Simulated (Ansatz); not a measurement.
# HfO₂ (P2₁/c, No. 14)

All values below come from PBE (Ansatz, an electronic-structure program, plane waves, PAW).

Numerical settings: plane-wave cutoff 520 eV, 8×8×8 k mesh, perturbation theory, scalar-relativistic PAW data made under PBE.

Cell: relaxed at this level.

```
Property                                                  Result
--------------------------------------------------------  ------
electronic dielectric constant ε∞ (mean over three axes)    4.85
static dielectric constant (mean over three axes)           19.3
```

Note: the relaxation could not lower the start's symmetry, so the cell can be a saddle point above a distorted one.

Spin–orbit coupling is not included.

Computing time: roughly 2.6 core-hours.
